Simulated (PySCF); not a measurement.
Computed with PBE-D3(BJ)/def2-TZVP // r2SCAN-D4/def2-TZVP (PySCF 2.14.0). Isolated molecules, 0 K electronic values unless said otherwise. Excitations are Tamm–Dancoff values on a coarser integration grid. The basis has no diffuse functions, so Rydberg states are missing or too high.

Reference species (SMILES): `Cl[Si](Cl)(Cl)Cl` (neutral, multiplicity 1).

```
Item                   Result
-------------------  --------
LUMO                 -1.64 eV
S1 excitation (TDA)   6.61 eV
HOMO                 -8.10 eV
```

After one change: the LUMO increases by 0.03 eV; the S1 excitation (TDA) falls by 1.17 eV; the HOMO rises by 1.18 eV.

Task: What was changed between the two runs? The new species is one of these.
(A) `S[Si](S)(S)Cl`
(B) `S[Si](S)(S)S`
(C) `S[Si](Cl)(Cl)Cl`
(D) `S[Si](S)(Cl)Cl` (H–S–Si–Cl torsion 53°, Cl–Si–S–H torsion -53°)

Result: C, `S[Si](Cl)(Cl)Cl`
